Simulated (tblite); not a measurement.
`[CH2+][C](F)C=O` [radical] (charge +1 and doublet state). Structure optimised with GFN2-xTB, isolated species. This method treats the open shell by occupation alone, without spin polarisation.

```
atom  x, y, z in Å
C1    -1.0878   -0.5878   -0.1240
C2    -0.2340    0.3687    0.2049
F3    -0.5310    1.5041    0.7841
C4     1.2516    0.2124   -0.0835
O5     1.8078   -0.6827   -0.5839
H6    -2.1470   -0.4393    0.0960
H7    -0.8060   -1.5143   -0.6014
H8     1.7555    1.1484    0.2832
```

Task: Which two atoms are farthest apart?

Result: H6···H8, 4.22 Å; the next longest distance is 4.02 Å.

Task: How far apart are these pairs, which share no bond: C2···H6, F3···H6, O5···H8, H7···H8?

Result: C2···H6 2.079 Å (2 bonds apart); F3···H6 2.619 Å (3 bonds apart); O5···H8 2.027 Å (2 bonds apart); H7···H8 3.799 Å (4 bonds apart).

Task: Where is the centre of mass (commonest isotopes), and what is the radius of gyration?

Result: Mass 74.017 u; centre at (0.227, 0.226, 0.072) Å; Rg = √(Σ m r²/M) = 1.518 Å. As Ia + Ib + Ic = 2 Σ m r², the three principal moments sum to 341.3 u·Å².

Task: How far are the heavy atoms from their best plane (unweighted least squares)?

Result: 0.001 Å rms; none is more than 0.001 Å off.

Task: What is the repulsion energy of the bare nuclei, Σ ZA·ZB/RAB?

Result: 159.23 Eh over 28 pairs, with full nuclear charges and distances in bohr; the largest single term is 21.83 Eh (C2 with F3).

Task: Write the matrix of distances between heavy atoms (Å, lower triangle).

Result: 
```
C1    0.000
C2    1.324  0.000
F3    2.347  1.309  0.000
C4    2.473  1.521  2.366  0.000
O5    2.933  2.428  3.482  1.167  0.000
```

GFN2-xTB frequencies show an imaginary mode (163i cm⁻¹), so the point is no minimum at that level.

One conformer stands for the species.

All values are computed, not measured.
